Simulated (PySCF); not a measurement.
# C4H10O (Methyl propyl ether): the cost of one run

Computed with PySCF 2.14.0, with density-fitted response routines of our own, on a single molecule, in the gas phase or a continuum. Atoms are numbered from 0 throughout.

## Step 1: The molecule as given

15 atoms, charge 0, multiplicity 1; geometry from: GFN2-xTB. The atoms were then displaced at random by about 0.01 Å, so the start is not that level's minimum.

Bonds of the start (Å): C0–C1 1.50, C1–C2 1.51, C2–O3 1.45, O3–C4 1.36, C0–H5 1.10, C0–H6 1.11, C0–H7 1.07, C1–H8 1.07, C1–H9 1.09, C2–H10 1.12, C2–H11 1.10, C4–H12 1.06, C4–H13 1.11, C4–H14 1.09.

## Step 2: Geometry optimisation at PBE0-D3(BJ)/def2-SVP

What the job is given:

```
{"job": {"xc": "PBE0", "basis": "def2-SVP", "d3": "d3bj", "grid": 1, "shake": 0.01, "kind": "geom"}, "charge": 0, "multiplicity": 1}
C     -2.250240    -0.013290     0.415400
C     -1.080690    -0.486910    -0.393850
C      0.206240     0.126210     0.104900
O      1.328880    -0.356410    -0.668810
C      2.535340     0.146040    -0.277080
H     -3.192500    -0.429780     0.036020
H     -2.349680     1.092100     0.337400
H     -2.145950    -0.245080     1.456250
H     -1.195840    -0.217130    -1.425080
H     -1.000130    -1.570950    -0.314550
H      0.373960    -0.137610     1.181650
H      0.187690     1.229210     0.051940
H      3.256110    -0.275090    -0.935530
H      2.748940    -0.114720     0.780210
H      2.562520     1.236030    -0.356100
```

Launch:

```console
$ OMP_NUM_THREADS=1 python probes_run.py task.json out
```

This one command runs all jobs of the session in turn.

Q: Estimate the wall time and peak memory of this first job on 1 thread of Arm Neoverse V1, shared host.

About 35 s, with a peak of 0.57 GiB.
